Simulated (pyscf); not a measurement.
Optimised with ωB97X-D3(BJ)/def2-SVP in PySCF.

Question: •H₂C–CH=O + H₂O -> HO–CH•–CH₂–OH
Surface: doublet. Broken: H–O. Formed: C–O, H–O. Give ΔE‡ and ΔE from M06-2X/def2-TZVP, relative to the separated reactants.

Answer: ΔE‡ = 111.5 kJ/mol, ΔE = -20.4 kJ/mol. ωB97M-D3(BJ)/def2-TZVP gives 112.3 kJ/mol and -8.1 kJ/mol. Zero-point energy shifts the barrier by +6.8 kJ/mol. It is an addition across a multiple bond or ene-type step, with an imaginary mode of 1415i cm⁻¹. On the reactant side the descent ends in a complex, 29.0 kJ/mol under the separated species and 143.6 kJ/mol under the saddle at ωB97X-D3(BJ)/def2-TZVP. •H₂C–CH=O lies 28.1 kJ/mol over its isomer H₃C–C•=O, and others may lie lower still (electronic energy, ωB97M-D3(BJ)). This is the saddle that the search found; another between the same sides may lie lower.
